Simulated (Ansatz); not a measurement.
Nudged elastic band run: CH₂F₃N

Input file:

```yaml
crystal:
  periodic: [false, false, false]
  atoms:
    - { symbol: "N", position_ang: [0.179617, 0.536141, 0.712601] }
    - { symbol: C, position_ang: [0.051724, -0.41244, -0.305998] }
    - { symbol: F, position_ang: [-0.870628, -0.102675, -1.274821] }
    - { symbol: F, position_ang: [-0.333184, -1.598584, 0.203562] }
    - { symbol: F, position_ang: [1.224489, -0.569832, -0.949672] }
    - { symbol: H, position_ang: [-0.690831, 0.652544, 1.219636] }
    - { symbol: H, position_ang: [0.500013, 1.426847, 0.348992] }
basis:
  gaussian: { orbitals: def2-mTZVP }
hamiltonian:
  xc: b3lyp
  dispersion: d4
neb:
  order_check: false
  images: 8
  f_tol: 0.05
  max_iterations: 60
  climbing: false
  final_atoms:
    - { symbol: "N", position_ang: [-0.24276444, 0.64606157, 0.58565769] }
    - { symbol: C, position_ang: [-0.04860644, -0.3861164, -0.33632454] }
    - { symbol: F, position_ang: [-0.6625537, -0.09833808, -1.50032275] }
    - { symbol: F, position_ang: [-0.54104721, -1.54333067, 0.14623167] }
    - { symbol: F, position_ang: [1.26254406, -0.63887206, -0.65638496] }
    - { symbol: H, position_ang: [0.1787713, 0.42491205, 1.48114228] }
    - { symbol: H, position_ang: [0.11485642, 1.52768459, 0.2343006] }
  initial_path:
    images:
      - { positions_ang: [[0.179617, 0.536141, 0.712601], [0.051724, -0.41244, -0.305998], [-0.870628, -0.102675, -1.274821], [-0.333184, -1.598584, 0.203562], [1.224489, -0.569832, -0.949672], [-0.690831, 0.652544, 1.219636], [0.500013, 1.426847, 0.348992]] }
      - { positions_ang: [[0.14237656, 0.56611385, 0.68900643], [0.03838681, -0.40598784, -0.313212], [-0.87861274, -0.10953055, -1.29118049], [-0.322996, -1.57788926, 0.21873028], [1.22525184, -0.55931076, -0.93371862], [-0.69751081, 0.60597238, 1.24672921], [0.55430435, 1.41263318, 0.3379452]] }
      - { positions_ang: [[0.10513612, 0.5960867, 0.66541185], [0.02504962, -0.39953568, -0.32042601], [-0.88659748, -0.11638609, -1.30753998], [-0.312808, -1.55719452, 0.23389856], [1.22601468, -0.54878953, -0.91776525], [-0.70419063, 0.55940076, 1.27382241], [0.60859569, 1.39841936, 0.3268984]] }
      - { positions_ang: [[0.06789568, 0.62605955, 0.64181728], [0.01171243, -0.39308353, -0.32764001], [-0.89458222, -0.12324164, -1.32389947], [-0.30261999, -1.53649977, 0.24906685], [1.22677752, -0.53826829, -0.90181187], [-0.71087044, 0.51282914, 1.30091562], [0.66288704, 1.38420553, 0.3158516]] }
      - { positions_ang: [[0.03065523, 0.6560324, 0.61822271], [-0.00162476, -0.38663137, -0.33485402], [-0.90256696, -0.13009719, -1.34025895], [-0.29243199, -1.51580503, 0.26423513], [1.22754035, -0.52774705, -0.8858585], [-0.71755026, 0.46625752, 1.32800883], [0.71717838, 1.36999171, 0.3048048]] }
      - { positions_ang: [[-0.01627604, 0.6682458, 0.6041179], [-0.01277258, -0.38370652, -0.33822363], [-0.8794476, -0.12961531, -1.3653147], [-0.31552791, -1.50966577, 0.25786509], [1.23176869, -0.53541817, -0.85327105], [-0.62092778, 0.44096508, 1.35706508], [0.67438321, 1.38119589, 0.29206131]] }
      - { positions_ang: [[-0.07289814, 0.66269974, 0.59950285], [-0.02173105, -0.38430899, -0.33774886], [-0.82522412, -0.121796, -1.39906671], [-0.37190773, -1.518082, 0.22995674], [1.23946254, -0.56128164, -0.80404952], [-0.42100301, 0.43695183, 1.38808438], [0.53450151, 1.41781806, 0.27762113]] }
      - { positions_ang: [[-0.12952024, 0.65715369, 0.5948878], [-0.03068951, -0.38491146, -0.33727408], [-0.77100065, -0.11397669, -1.43281872], [-0.42828756, -1.52649822, 0.20204838], [1.24715638, -0.58714512, -0.754828], [-0.22107824, 0.43293857, 1.41910368], [0.39461981, 1.45444024, 0.26318095]] }
      - { positions_ang: [[-0.18614234, 0.65160763, 0.59027274], [-0.03964797, -0.38551393, -0.33679931], [-0.71677717, -0.10615739, -1.46657074], [-0.48466738, -1.53491445, 0.17414003], [1.25485022, -0.61300859, -0.70560648], [-0.02115347, 0.42892531, 1.45012298], [0.25473812, 1.49106242, 0.24874077]] }
      - { positions_ang: [[-0.24276444, 0.64606157, 0.58565769], [-0.04860644, -0.3861164, -0.33632454], [-0.6625537, -0.09833808, -1.50032275], [-0.54104721, -1.54333067, 0.14623167], [1.26254406, -0.63887206, -0.65638496], [0.1787713, 0.42491205, 1.48114228], [0.11485642, 1.52768459, 0.2343006]] }
```

Launched with:

```bash
$ ansatz run input.yaml --threads 2 --pin off --max-ram 3072MiB --backend cpu --events-out ev --progress --plain --runs-dir out
```

Output, in part (warnings, iteration lines, the closing report on the highest movable image, with atoms numbered from 0):

```
NEB end point (image 0): max|allowed force component| = 7.130e-3 eV/Å (the criterion of neb.relax_end_points is 1.000e-2)
NEB end point (image 9): max|allowed force component| = 8.643e-3 eV/Å (the criterion of neb.relax_end_points is 1.000e-2)
NEB iter   1: max|band force component| = 1.182e1 eV/Å  barrier→ = 0.8760 eV  barrier← = 0.8759 eV  Δτ_max = 0.2000 Å  (265 SCF iters)
NEB iter   2: max|band force component| = 2.426e0 eV/Å  barrier→ = 0.3062 eV  barrier← = 0.3062 eV  Δτ_max = 0.2000 Å  (247 SCF iters)
NEB iter   3: max|band force component| = 8.957e-1 eV/Å  barrier→ = 0.1442 eV  barrier← = 0.1441 eV  Δτ_max = 0.0527 Å  (243 SCF iters)
NEB iter   4: max|band force component| = 2.308e-1 eV/Å  barrier→ = 0.1285 eV  barrier← = 0.1284 eV  Δτ_max = 0.0590 Å  (240 SCF iters)
NEB iter   5: max|band force component| = 2.114e-1 eV/Å  barrier→ = 0.1234 eV  barrier← = 0.1233 eV  Δτ_max = 0.0537 Å  (238 SCF iters)
NEB iter   6: max|band force component| = 2.188e-1 eV/Å  barrier→ = 0.1273 eV  barrier← = 0.1273 eV  Δτ_max = 0.0101 Å  (241 SCF iters)
NEB iter   7: max|band force component| = 5.159e-2 eV/Å  barrier→ = 0.1263 eV  barrier← = 0.1262 eV  Δτ_max = 0.0099 Å  (225 SCF iters)
NEB iter   8: max|band force component| = 1.575e-2 eV/Å  barrier→ = 0.1255 eV  barrier← = 0.1254 eV  Δτ_max = 0.0000 Å  (435 SCF iters)
Total energy: -10714.88522196 eV, -393.7647690970 hartree
Atom 0 at     0.032247     0.622734     0.581675 Å, force     0.081339    -0.022945     0.033254 eV/Å
Atom 1 at     0.012653    -0.389326    -0.349168 Å, force     0.023518    -0.009539     0.004142 eV/Å
Atom 2 at    -0.748937    -0.126639    -1.453374 Å, force    -0.007272     0.024606     0.029395 eV/Å
Atom 3 at    -0.475221    -1.515026     0.213741 Å, force     0.000569    -0.004262     0.000559 eV/Å
Atom 4 at     1.248073    -0.669200    -0.850105 Å, force     0.000037    -0.017859    -0.029502 eV/Å
Atom 5 at    -0.391187     0.479153     1.480256 Å, force    -0.063109     0.018519    -0.022221 eV/Å
Atom 6 at     0.383572     1.530306     0.331274 Å, force    -0.035082     0.011478    -0.015627 eV/Å
Dipole moment:    -0.029467     0.461098     0.430838 e Å
```

The run converged. No image climbed, so the highest image needn't sit at the top of the path.

Final band (atoms are numbered from 1 in the order of the input):

```csv
image,path coordinate (Å),energy (eV),height of N1 over the plane of its neighbours (Å)
0,0.00,0.000,-0.34
1,0.18,0.004,-0.34
2,0.35,0.019,-0.31
3,0.53,0.070,-0.20
4,0.71,0.125,-0.03
5,0.88,0.105,0.14
6,1.06,0.046,0.28
7,1.23,0.020,0.33
8,1.41,0.006,0.34
9,1.58,0.000,0.34
```

The run took 96 s on 2 threads of Arm Neoverse V2, on a shared host, peak memory 0.18 GiB.
